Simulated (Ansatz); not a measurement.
A made-up structure of C$_{2}$H$_{2}$Li (charge +1), singlet:

Li1  (-1.291, 0.410, 1.172)
C2  (0.017, -0.614, -0.386)
C3  (0.567, 0.428, -0.144)
H4  (-0.410, -1.560, -0.656)
H5  (0.524, -1.216, -1.095)
(Å)

It is relaxed with PBE-D4/def2-SVP and then PBE0-D4/def2-TZVP (Ansatz 0.2.0). Atoms count as bonded within 1.22 times the sum of their covalent radii (H–H: 0.88 Å). The end point is not checked to be a true minimum.

(1) Does its bonding change? (A judgement: the text doesn't fix the answer.)

Results:

(1) By the calculation: Yes. Formed: none; broken: Li1–C2.

Where it ends: The first stage lowers the energy by 2.92 eV in 12 steps. It ends as C₂H₂Li ([Li][C][CH2]), total charge +1:
Li1  (-0.995, 1.279, 1.515)
C2  (0.111, -0.982, -0.679)
C3  (-0.312, -0.122, 0.157)
H4  (-0.489, -1.856, -0.949)
H5  (1.091, -0.870, -1.153)
(Å)

Labels in which every atom is bracketed show which atoms are joined, not bond orders.

For scale, one of the runs: PBE0-D4/def2-TZVP relaxation, 88 basis functions, launched by `ansatz run in.yaml --threads 2 --pin off --events-out ev --progress --plain --max-ram 4352MiB`. The run took about 6 s on 2 CPU threads of an Arm Neoverse V1 (shared host).
